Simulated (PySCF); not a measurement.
Compound: acetylene, C2H2.
Geometry (CAM-B3LYP/6-31+G*, Å), atoms numbered from 1 in this order:
```xyz
4
C2H2 angstrom
C      0.5442   -0.0055    0.5776
C     -0.5395    0.0083    0.0559
H      1.5052   -0.0176    1.0420
H     -1.5006    0.0204   -0.4085
```

Method: CAM-B3LYP/6-31+G* geometry optimisation, gas phase in PySCF 2.14.0.

Take the most abundant isotopes and a rigid rotor. 

Q: What are the moment of inertia and the rotational constant?

A: I = 14.295 u·Å², B = 505379 MHz·u·Å²/I = 35354 MHz (1.1793 cm⁻¹, or 1.697 K as hB/k).

Q: List the first levels of a rigid rotor in a Σ state.

A: E(J) = BJ(J+1): J = 1: 2.359, J = 2: 7.076, J = 3: 14.151, J = 4: 23.586, J = 5: 35.379, J = 6: 49.530 cm⁻¹.

Q: Has it a pure rotational spectrum?

A: Not by electric dipole: D∞h allows no dipole (computed 0.00 D). Rotational Raman lines (ΔJ = 2) lie at B(4J + 6), spaced by 4B = 4.717 cm⁻¹, with nuclear-spin weights that differ between even and odd J.

Stationary, but not proved a minimum. These are rigid-rotor constants of the computed structure; measured ground-state constants (B0) also hold zero-point vibration.
